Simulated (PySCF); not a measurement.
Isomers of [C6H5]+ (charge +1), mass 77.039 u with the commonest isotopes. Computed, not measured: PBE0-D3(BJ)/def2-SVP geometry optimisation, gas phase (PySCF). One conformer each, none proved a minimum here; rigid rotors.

Problem. Order these by rotational constant B, smallest first.
A. `CC#Cc1c[cH+]1`
B. `[CH:1]#[C:2][CH2:3][c+:4]1[cH:5][cH:6]1` (charge +1) with C2–C3–C4–C5 85°
C. `c1c([c+]1C)C#C`

Solution. A (1563 MHz), C (2179 MHz), B (2316 MHz).

Problem. Order these by radius of gyration √(Σ m r²/M), smallest first.
A. `[CH:1]#[C:2][CH2:3][c+:4]1[cH:5][cH:6]1` (charge +1) with C2–C3–C4–C5 85°
B. `C#CC1=C[C+]1C`
C. `CC#Cc1c[cH+]1`

Solution. A (1.815 Å), B (1.906 Å), C (2.105 Å).

Problem. Order these by rotational constant A, smallest first.
A. `C#CC1=C[C+]1C`
B. `[CH:1]#[C:2][CH2:3][c+:4]1[cH:5][cH:6]1` (charge +1) with C2–C3–C4–C5 85°
C. `CC#CC1=C[CH+]1`

Solution. B (9452 MHz), A (10196 MHz), C (26025 MHz).

| SMILES | point group | Ia (u·Å²) | Ib (u·Å²) | Ic (u·Å²) | κ | μa (D) | μb (D) | μc (D) |
| --- | --- | --- | --- | --- | --- | --- | --- | --- |
| CC#Cc1c[cH+]1 | near Cs | 19.42 | 323.43 | 339.67 | -0.99 | 2.50 | 0.04 | 0.08 |
| C#CC[c+]1cc1 | Cs | 53.47 | 218.26 | 235.81 | -0.95 | 4.58 | 0.53 | 0.00 |
| C#Cc1c[c+]1C | – | 49.57 | 231.94 | 278.36 | -0.91 | 1.04 | 0.51 | 0.15 |
